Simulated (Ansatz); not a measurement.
C2H5NS can be A, `CC(N)=S`, or B, `CC(=N)S`.

Isolated molecules relaxed with PBE0-D4/def2-TZVP in Ansatz; ΔE leaves out vibrations. CCSD(T)/CBS is the MP2 limit (def2-TZVPP, def2-QZVPP) plus CCSD(T) − MP2 in def2-TZVPP, frozen cores. Functionals use def2-TZVPP. B3LYP here is the variant with VWN-RPA as its local correlation; programs differ in this. One conformer a species, not always the lowest.

A:

Z-matrix (Å, degrees):
```
C
C 1 1.500
H 1 1.086 2 110.2
H 1 1.095 2 109.6 3 119.6
H 1 1.094 2 111.0 3 -121.4
N 2 1.340 1 114.4 3 170.8
S 2 1.643 1 123.2 3 -10.0
H 6 1.006 2 119.0 1 178.8
H 6 1.005 2 121.8 1 -0.9
```

B:

```xyz
9

C    -0.1944    0.6589   -0.7799
C     0.2568   -0.4364    0.1308
N     1.0221   -1.3518   -0.2806
S    -0.3384   -0.3781    1.8079
H     0.1179    1.6326   -0.3945
H    -1.2842    0.6665   -0.8614
H     0.2422    0.5011   -1.7649
H     1.2507   -2.0328    0.4419
H    -1.0725    0.7398    1.7007
```

Problem. Which isomer does CCSD(T)/CBS put lower? Give the gap. (Best estimate.)

Solution. The calculation gave: A, by 10.1 kcal/mol.

Problem. Give E(B) − E(A) in kcal/mol with PBE0-D4, CCSD/def2-TZVPP, MP2/def2-TZVPP, CCSD(T)/def2-TZVPP, LDA (SPW92), r2SCAN-D4, B3LYP. (Estimate.)

Solution. Ansatz gave: PBE0-D4 11.9, CCSD/def2-TZVPP 9.2, MP2/def2-TZVPP 10.7, CCSD(T)/def2-TZVPP 9.2, LDA (SPW92) 13.8, r2SCAN-D4 11.4, B3LYP 11.2. None reverses the order clearly.

Problem. Does the order hold for the free energy at 298.15 K (harmonic terms from PBE0-D4)? (An estimate is asked.)

Solution. The calculation gave: Yes: G(B) − G(A) = +8.6 kcal/mol, for one conformer each. Modes under 60 cm⁻¹, often nearly free rotors, make the harmonic entropy too high.

Largest T1 diagnostic: 0.016.

From BLYP to BHLYP (50 % exact exchange), in def2-TZVPP and without D4, E(B) − E(A) moves by +1.5 kcal/mol. Leaving LDA and LC-ωPBE aside and taking each functional with its dispersion term where it has one, the values, not all of them listed here, spread over 2.0 kcal/mol, from revPBE-D4 to r2SCAN0-D4. LDA lies +2.6 kcal/mol from PBE without D4.
